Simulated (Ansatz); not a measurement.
The input, for Ansatz 0.2.0:

```yaml
crystal:
  periodic: [false, false, false]
  atoms:
    - {symbol: N, position_ang: [0.000000, 0.000000, 1.596300]}
    - {symbol: Si, position_ang: [0.000000, 0.000000, -0.043500]}
    - {symbol: O, position_ang: [0.000000, 0.000000, -1.552800]}
basis:
  gaussian: {orbitals: cc-pVDZ}
total_charge: 1
magnetization: {spin_polarized: false, initial_magnetization: 2}
hamiltonian: {xc: {name: r2SCAN}, pseudopotentials: {relativity: none}}
correlation: {method: ccsd, electrons: all}
```

```sh
$ ansatz run in.yaml --threads 1 --pin off --events-out ev --progress --plain --max-ram 2393MiB
```

The program prints:

```
450 factors; integrals over basis functions are off by at most 6.3e-4 eV
mean field evaluation 1: about -11377.3051 eV, gradient 9.8e1 eV
mean field evaluation 2: about -11377.3034 eV, gradient 9.8e1 eV
mean field evaluation 4: about -11320.0922 eV, gradient 1.3e2 eV
mean field evaluation 8: about -11393.8031 eV, gradient 3.3e1 eV
mean field evaluation 16: about -11397.8715 eV, gradient 4.1e-1 eV
mean field evaluation 32: about -11318.5351 eV, gradient 9.3e1 eV
mean field -11397.87211502 eV, -418.8640744717 hartree, gradient 2.4e-6 eV, S^2 2.000000; 0 other end points of the search recorded, 0 dependent functions left out
mean field evaluation 64: about -11368.5472 eV, gradient 2.3e-4 eV
mean field evaluation 96: about -11363.3345 eV, gradient 1.1e1 eV
mean field evaluation 128: about -11361.0183 eV, gradient 2.4e1 eV
mean field evaluation 160: about -11367.6249 eV, gradient 4.1e0 eV
reference -11367.13566257 eV, -417.7345306782 hartree; 15, 13 occupied and 31, 33 virtual orbitals, 450 factors
second order -12.26140120 eV of doubles, -1.03826729 eV of singles
cycle   1  -10.43491272 eV  change     2.8e0 eV  update   3.3e-1
cycle   2  -11.80522921 eV  change    -1.4e0 eV  update   2.9e-1
cycle   3  -11.96654008 eV  change   -1.6e-1 eV  update   2.7e-2
cycle   4  -12.01663796 eV  change   -5.0e-2 eV  update   1.2e-2
cycle   5  -12.02228479 eV  change   -5.6e-3 eV  update   5.6e-3
cycle   6  -12.02874537 eV  change   -6.5e-3 eV  update   2.9e-3
cycle   7  -12.02811141 eV  change    6.3e-4 eV  update   9.4e-4
cycle   8  -12.02792729 eV  change    1.8e-4 eV  update   6.3e-4
cycle   9  -12.02872815 eV  change   -8.0e-4 eV  update   4.2e-4
cycle  10  -12.02901617 eV  change   -2.9e-4 eV  update   2.1e-4
cycle  11  -12.02898901 eV  change    2.7e-5 eV  update   1.3e-4
cycle  12  -12.02916049 eV  change   -1.7e-4 eV  update   6.3e-5
cycle  13  -12.02916617 eV  change   -5.7e-6 eV  update   2.0e-5
Total energy: -11379.16482874 eV, -418.1765943812 hartree
```

Ran on 1 thread of AMD EPYC 9R45, shared host: 2.5 s wall, 0.16 GiB peak host memory.
